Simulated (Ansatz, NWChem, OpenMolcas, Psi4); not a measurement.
**AlCl (aluminium monochloride): methods side by side**

AlCl: 2 atoms, total charge 0, spin state singlet. SMILES: `[Al][Cl]`. The bond length is the measured one.

```xyz
2

Al    0.0000    0.0000    0.0000
Cl    0.0000    0.0000    2.1301
```

Each level gives the HOMO–LUMO gap (eV). The values are calculated.

| level | kind | program | value (eV) |
| --- | --- | --- | --- |
| BLYP/aug-cc-pVTZ | GGA | Psi4 | 3.69 |
| M06-L/aug-cc-pVTZ | meta-GGA | OpenMolcas | 4.10 |
| TPSS/aug-cc-pVTZ | meta-GGA | NWChem | 3.81 |
| r2SCAN/aug-cc-pVTZ | meta-GGA | OpenMolcas | 3.98 |
| BHLYP/aug-cc-pVTZ | global hybrid | NWChem | 6.88 |
| r2SCAN0/aug-cc-pVTZ | hybrid meta-GGA | Ansatz | 5.50 |
| B2PLYP/aug-cc-pVTZ | double hybrid | Ansatz | 7.02 |
| PBE-QIDH/aug-cc-pVTZ | double hybrid | Ansatz | 8.03 |

The values span 3.69 to 8.03 eV. Orbital gaps aren't excitation energies, and those of double hybrids come from the SCF part alone; they tend to grow with the share of exact exchange.
